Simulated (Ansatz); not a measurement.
# FCI/STO-3G run of AlHClO (SMILES [O][AlH][Cl])

Aim: the vertical doublet–quartet gap of AlHClO at FCI/STO-3G, from 2 runs. 

The calculation is run with Ansatz 0.2.0.

60 further runs of the same task are left out: 7 that didn't finish, 53 set aside as unsound or not needed.

## (1) The structure to begin with

AlHClO: 4 atoms, total charge 0, spin state doublet. As SMILES, `[O][AlH][Cl]`. The shape is that of a PBE0-D4/def2-TZVP optimisation.

Bond lengths: O1–Al2 1.729 Å, Al2–Cl3 2.081 Å, Al2–H4 1.566 Å. Angles: O1–Al2–Cl3 116.2°, O1–Al2–H4 118.8°, Cl3–Al2–H4 125.0°.

## (2) A single-point energy at FCI/STO-3G

File job.yaml:

```yaml
crystal:
  periodic: [false, false, false]
  atoms:
    - {symbol: O, position_ang: [0.290600, -1.035900, 1.350600]}
    - {symbol: Al, position_ang: [0.118400, 0.049000, 0.015600]}
    - {symbol: Cl, position_ang: [-1.573200, -0.210600, -1.168800]}
    - {symbol: H, position_ang: [1.219700, 1.137300, -0.217800]}
basis:
  gaussian:
    orbitals: STO-3G
magnetization:
  spin_polarized: true
  initial_magnetization: 1
correlation:
  method: fci
  frozen_orbitals: {Al: 5, Cl: 5, H: 0, O: 1}
accuracy: high
```

Launch:

```bash
ansatz run job.yaml --threads 1 --pin off --max-ram 2610MiB --events-out events.jsonl --progress --plain --runs-dir runs
```

What it wrote:

```text
Warning: RAYON_NUM_THREADS=1 ignored (pool sized by the plan → 1); use --threads N
Functional definition: HF
  name "HF"
  exchange = exact_x
  correlation = 0
432 factors; integrals over basis functions are off by at most 2.4e-8 eV
mean field evaluation 1: about -20897.7332 eV, gradient 1.9e1 eV
mean field evaluation 2: about -20897.7467 eV, gradient 1.9e1 eV
mean field evaluation 4: about -20901.3820 eV, gradient 1.5e0 eV
mean field evaluation 8: about -20901.4703 eV, gradient 1.1e-1 eV
mean field evaluation 16: about -20901.4399 eV, gradient 4.0e-1 eV
mean field evaluation 32: about -20900.7336 eV, gradient 7.8e0 eV
mean field -20901.46940454 eV, -768.1148330920 hartree, gradient 6.1e-8 eV, S^2 0.756799; 5 other end points of the search recorded, 0 dependent functions left out
11 core orbitals not correlated: weight in the atoms' cores, before any rotation towards them, 0.999 or more for the frozen orbitals, at most 0.000 for the correlated occupied ones
reference -20901.43576356 eV, -768.1135968088 hartree; 9, 8 occupied and 4, 5 virtual orbitals, 432 factors
state -20903.22551190 eV, -768.1793688471 hartree
Total energy: -20903.22551190 eV, -768.1793688471 hartree
```

Wall time 11 s (1 thread of Arm Neoverse V1, shared host); peak memory 0.16 GiB.

## (3) The quartet at the same level

File input.yaml:

```yaml
crystal:
  periodic: [false, false, false]
  atoms:
    - {symbol: O, position_ang: [0.290600, -1.035900, 1.350600]}
    - {symbol: Al, position_ang: [0.118400, 0.049000, 0.015600]}
    - {symbol: Cl, position_ang: [-1.573200, -0.210600, -1.168800]}
    - {symbol: H, position_ang: [1.219700, 1.137300, -0.217800]}
basis:
  gaussian:
    orbitals: STO-3G
magnetization:
  spin_polarized: true
  initial_magnetization: 3
correlation:
  method: fci
  frozen_orbitals: {Al: 5, Cl: 5, H: 0, O: 1}
accuracy: high
```

Launch:

```bash
ansatz run input.yaml --threads 1 --pin off --max-ram 2610MiB --events-out events.jsonl --progress --plain --runs-dir runs
```

What it wrote, cut to the lines that bear on the results:

```text
Warning: RAYON_NUM_THREADS=1 ignored (pool sized by the plan → 1); use --threads N
Functional definition: HF
  name "HF"
[...]
432 factors; integrals over basis functions are off by at most 2.4e-8 eV
[...]
mean field -20895.01009709 eV, -767.8774579216 hartree, gradient 2.9e-8 eV, S^2 3.783025; 11 other end points of the search recorded, 0 dependent functions left out
determinant -20895.01009709 eV, -767.8774579216 hartree, with singles and doubles -20896.15668560 eV, -767.9195942720 hartree
determinant -20894.29378888 eV, -767.8511340802 hartree, with singles and doubles -20895.38110800 eV, -767.8910923212 hartree
11 core orbitals not correlated: weight in the atoms' cores, before any rotation towards them, 0.999 or more for the frozen orbitals, at most 0.000 for the correlated occupied ones
reference -20894.86346313 eV, -767.8720692229 hartree; 10, 7 occupied and 3, 6 virtual orbitals, 432 factors
state -20896.19225349 eV, -767.9209013681 hartree
Total energy: -20896.19225349 eV, -767.9209013681 hartree
```

Wall time 7.2 s (1 thread of Arm Neoverse V1, shared host); peak memory 0.15 GiB.

## (4) Results

At FCI/STO-3G, 11 core orbitals frozen:

| quantity | value |
| --- | --- |
| doublet: total energy | -768.17937 Eh |
| doublet: correlation energy (11 core orbitals frozen) | -65.8 mEh |
| quartet: total energy | -767.92090 Eh |
| quartet: correlation energy (11 core orbitals frozen) | -48.8 mEh |
| vertical energy of the quartet above the doublet | 7.033 eV |

**Reading.** At this shape the quartet lies 7.03 eV (679 kJ/mol) above the doublet. In a minimal basis such a difference can be off by several eV, whatever the method.
